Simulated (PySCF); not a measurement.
Species: C₃H₃NO.
Bonds: N1–C2 (triple), C2–C3, C3–C4, C4–O5 (double). Hydrogens: H6, H7 on C3; H8 on C4.

Computed with PBE0-D3(BJ)/def2-SVP geometry optimisation, gas phase in PySCF 2.14.0.

**Question.** What internal coordinates does the optimisation give?

**Answer.** 
| bond | length (bohr) | order |
| --- | --- | --- |
| N1≡C2 | 2.186 | triple |
| C2–C3 | 2.746 | single |
| C3–C4 | 2.884 | single |
| C4=O5 | 2.259 | double |
| C3–H6, C3–H7 | 2.084 | single |
| C4–H8 | 2.113 | single |

Bonds in one row agree within 0.02 bohr and their mean is given. Orders are formal, as drawn. A selection of angles:
| angle | degrees |
| --- | --- |
| N1–C2–C3 | 177.9 |
| C2–C3–C4 | 113.7 |
| C2–C3–H6 | 109.1 |
| C2–C3–H7 | 111.1 |
| C4–C3–H6 | 107.3 |
| C4–C3–H7 | 108.7 |
| H6–C3–H7 | 106.6 |
| C3–C4–O5 | 121.9 |
| C3–C4–H8 | 115.7 |
| O5–C4–H8 | 122.4 |

Dihedral angles: C2–C3–C4–O5 -161° (antiperiplanar). The mirror-image conformer, all signs reversed, is as good.

The 2 C–C bonds span 1.453 Å (C2–C3, drawn single) to 1.526 Å (C3–C4, drawn single), a spread of 0.073 Å.

Point group: C1 (no symmetry element, even within 0.4 Å). PBE0-D3(BJ)/def2-SVP frequencies: not computed here. One conformer, not necessarily the lowest.
